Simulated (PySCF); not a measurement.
**BeH₃Br, a complex of two parts: interaction energy**

An exercise on one series of results from a longer session: the logs are not shown, and one member is left open.

Programs: PySCF 2.14.0. All values are calculated, for the isolated system unless a continuum is named. Atoms count from 0, parts from 1.

## Starting point

5 atoms, charge 0, multiplicity 1; geometry: GFN2-xTB. Parts: 1 = atoms 0–2, `[BeH2]`, charge 0; 2 = atoms 3–4, `Br`, charge 0.

The first run:

The job: settings as JSON, then the geometry in Å.

```
{"job": {"xc": "PBE0", "basis": "def2-TZVPD", "d3": "d3bj", "grid": 3, "kind": "geom", "shake": 0.01}, "charge": 0, "multiplicity": 1, "parts": [{"atoms": "0-2", "charge": 0, "multiplicity": 1}, {"atoms": "3-4", "charge": 0, "multiplicity": 1}]}
Be     0.392845    -0.047876    -0.155774
H     -0.542698     0.585010    -0.854007
H      0.449614    -0.638608     0.979901
Br     2.421559    -0.078842    -1.163827
H      3.064258    -0.785074    -0.165279
```

The run is started by

```console
$ OMP_NUM_THREADS=1 python cluster_run.py task.json out
```

This one command runs all jobs of the session in turn.

Steps of the session up to this table: Geometry optimisation at PBE0-D3(BJ)/def2-TZVPD; Coupled-cluster interaction energy: CCSD(T) and MP2, 2.48 Å; Coupled-cluster interaction energy: CCSD(T) and MP2, 2.60 Å; Coupled-cluster interaction energy: CCSD(T) and MP2, 2.73 Å; Coupled-cluster interaction energy: CCSD(T) and MP2, 2.35 Å; Coupled-cluster interaction energy: CCSD(T) and MP2, 3.10 Å; Coupled-cluster interaction energy: CCSD(T) and MP2, 2.23 Å; Coupled-cluster interaction energy: CCSD(T) and MP2, 3.72 Å; Coupled-cluster interaction energy: CCSD(T) and MP2, 4.96 Å.

One table of the session follows, with a row left open; its other results are not shown here.

It belongs to the step «Coupled-cluster interaction energy: CCSD(T) and MP2, 4.96 Å». 

```
                 method  interaction energy (kcal/mol)
         HF/aug-cc-pVDZ                          -0.43
        MP2/aug-cc-pVDZ                          -0.53
       CCSD/aug-cc-pVDZ                          -0.50
    CCSD(T)/aug-cc-pVDZ                          -0.52
         HF/aug-cc-pVQZ                          -0.40
        MP2/aug-cc-pVQZ                          -0.52
    SCS-MP2/aug-cc-pVQZ                              ?
      MP2, extrapolated                          -0.52
CCSD(T), limit estimate                          -0.51
```

**Question.** Estimate the row for SCS-MP2/aug-cc-pVQZ.

**Answer.** interaction energy (kcal/mol): -0.48. In the column «interaction energy (kcal/mol)» it lies between CCSD/aug-cc-pVDZ (-0.50) and HF/aug-cc-pVDZ (-0.43).
